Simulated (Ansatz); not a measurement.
hcp Mg, treated with revPBE in Ansatz (PAW).

Numerical settings: plane-wave cutoff 520 eV, 18×18×12 k mesh (along the axes of the cell as run), Fermi–Dirac smearing 0.05 eV, scalar-relativistic PAW data made under PBE.

Cell (relaxed at this level):

```
CELL_PARAMETERS angstrom
      1.61246    -2.79287     0.00000
      1.61246     2.79287     0.00000
      0.00000     0.00000     5.23232
ATOMIC_POSITIONS crystal
  Mg 0.33333 0.66667 0.25000
  Mg 0.66667 0.33333 0.75000
```

Question: Give the computed bulk modulus B0 and pressure derivative B′ of the bulk modulus.

Answer: 
* **bulk modulus B0**: 34.4 GPa
* **pressure derivative B′ of the bulk modulus**: 4.0

The run finds no gap.

Measured, for comparison: bulk modulus 38.6 GPa (copied from a table, unchecked, extrapolated to 0 K and zero-point effects removed; as tabulated in Lejaeghere et al. (2013), arXiv:1204.2733). Computed (rounded) less measured: bulk modulus not scored (unchecked).

Note: the bulk modulus comes from volumes at which shape and atoms were relaxed.

Static lattice: no zero-point or thermal effects.

Cost on a shared machine: around 2.4 core-minutes (rough).

Ansatz is a program for electronic structure.
